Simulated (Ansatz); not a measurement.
# KTaO$_{3}$: experiment and calculation

**Experimental background.**

From “Understanding muon diffusion in perovskite oxides below room temperature based on harmonic transition state theory”, 2023, arxiv:2312.05755, for a bulk crystal of KTaO3: lattice constant a 3.988 Å.

The runs below are set against these values where they give the same quantity.

Theory: Ansatz, DFT r2SCAN, scalar-relativistic, plane waves, PAW.

Plane waves to 500 eV, a k mesh through Γ of 6×6×6 on the computed 5-atom cell and Gaussian smearing (0.02 eV); no spin polarisation.

Relaxed structure, symmetry kept:

```
CELL_PARAMETERS angstrom
3.99018 0.00000 0.00000
0.00000 3.99018 0.00000
0.00000 0.00000 3.99018
ATOMIC_POSITIONS crystal
K 0.50000 0.50000 0.50000
Ta 0.00000 0.00000 0.00000
O 0.50000 0.00000 0.00000
O 0.00000 0.50000 0.00000
O 0.00000 0.00000 0.50000
```

- Space group: Pm-3m (No. 221)
- Volume per atom: 12.71 Å³
- Formation energy from the elements' standard states (uncorrected): -2.928 eV/atom
- Generalised Kohn–Sham band gap: 2.63 eV, indirect from R to Γ
- Löwdin character of the top 1 eV of the valence band: O 2p 97 %
- Löwdin character of the lowest 1 eV of the conduction band: Ta 5d 89 %, O 2p 9 %
- Electron masses at the edge by Cartesian direction of the standard setting (m_e; degenerate bands sorted by energy; no spin-orbit coupling): x: 6.6, 0.28, 0.28; y: 6.6, 0.28, 0.28; z: 6.6, 0.28, 0.28
- Hole masses at the edge by Cartesian direction of the standard setting (m_e; degenerate bands sorted by energy; no spin-orbit coupling): x: 24, 1.0, 1.0; y: 24, 1.0, 1.0; z: 24, 1.0, 1.0
- Bulk modulus: 209 GPa
- Its pressure derivative: 4.4
- Bader charges (e): K (1 in the cell) 0.84, Ta (1 in the cell) 3.04, O (3 in the cell) -1.29

Spin-orbit coupling is left out, which matters for the bands of heavy elements.

Measured lattice constant a of KTaO3: 3.988 Å (quoted in the paper above). This calculation gives 3.990 Å (+0.1 %). 2 values of this kind are on record in papers (3.988 to 3.989 Å); this one was drawn at random among those near their median. The calculation is for 0 K without zero-point motion.

Symmetry holds off the tilts and polar distortions that many cubic perovskites undergo.